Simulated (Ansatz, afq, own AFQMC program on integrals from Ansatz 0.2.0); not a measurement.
Where AFQMC and coupled cluster stand for CHSi, quartet

```
atom   x (Å)    y (Å)    z (Å)
  Si  0.0000   0.2462   0.5468
   C  0.0000  -0.6073  -1.1424
   H  0.0000   0.3775  -1.6228
```

Connectivity, by distances: Si–CH.

Basis cc-pVDZ. Noble-gas cores (and the filled d shells of Ga–Kr and In–Xe) are frozen. Integrals, coupled cluster, full CI and functionals: Ansatz 0.2.0; the random walks run on the same integrals in our own AFQMC program. ph-AFQMC/CISD is guided by a CISD state made of CCSD amplitudes; releasing the constraint for a short imaginary time cuts its bias at the price of noise, slowly where states lie close. Uncertainties: one standard error, sampling alone.

Determinant: UHF, the one that the program's search chose, which needn't be the lowest solution. The geometry is a point of a scan.

No full CI on the walks' own integrals is used here; CCSDT(Q) serves as the reference and is uncertain by about the last step of the cluster series.

Cautions: lower spins were not checked; higher spins were not checked; raised T1 diagnostic (T1 0.049, weight of the determinant 0.85, largest double 0.07).

The T1 diagnostic is 0.0486, the weight of the determinant in the CISD state is 0.845 and the ⟨S²⟩ of the determinant is 3.770. The size of the correlated space is 9 electrons in 31 orbitals.

```
  level  correlation energy (eV)
    MP2                  -4.0260
   CCSD                  -5.0503
CCSD(T)                  -5.2310
```

(1) Estimate where phaseless AFQMC with a CISD trial lies against CCSD(T) on the same integrals.

(1) 1.81 ± 0.37 mEh below CCSD(T).

Reference: CCSDT(Q), correlation energy -5.299 eV. The released energy is read at 2.40 1/Eh (meV from the phaseless value at times in 1/Eh: -19 ± 18 at 0.24, -16 ± 13 at 0.51, -33 ± 14 at 0.99, -10 ± 16 at 1.62, -29 ± 19 at 2.40).

```
         level  E − E(reference) (mEh)  share of correlation (%)
       CCSD(T)                    2.49                     98.72
         CCSDT                    0.55                     99.72
 ph-AFQMC/CISD             0.68 ± 0.37                     99.65
released AFQMC            -0.39 ± 0.69                    100.20
```

A walk keeps the symmetry of its determinant, which the program's search chose and which needn't be the lowest solution, so a lower state of the same spin and another symmetry isn't excluded. Released energies are given only where the last usable release times agree within the noise; a slower fall can still hide under it.
